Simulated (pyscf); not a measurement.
PySCF, gas phase, ωB97X-D3(BJ)/def2-SVP geometries.

Question: Estimate the classical barrier height and the reaction energy of `[NH2][SiH2][Cl]` + `[FH]` → `[NH3]` + `[F][SiH2][Cl]` at ωB97M-D3(BJ)/def2-TZVP. The step runs on the singlet surface, breaks N–Si, F–H and forms H–N, F–Si; take the separated reactants as zero.

Answer: ΔE‡ = 10.5 kcal/mol, ΔE = -18.6 kcal/mol. Zero-point energy shifts the barrier by +1.1 kcal/mol. It is a four-centre exchange, with an imaginary mode of 793i cm⁻¹. On the reactant side the descent ends in a complex, 7.0 kcal/mol under the separated species and 17.5 kcal/mol under the saddle at ωB97X-D3(BJ)/def2-TZVP. On the product side the descent ends in an adduct with a N–Si contact, 4.4 kcal/mol under the separated species and 32.8 kcal/mol under the saddle at ωB97X-D3(BJ)/def2-TZVP. What is counted as broken (N–Si) persists as a longer contact in the product adduct; parting that adduct is a step of its own. This is the saddle that the search found; another between the same sides may lie lower.
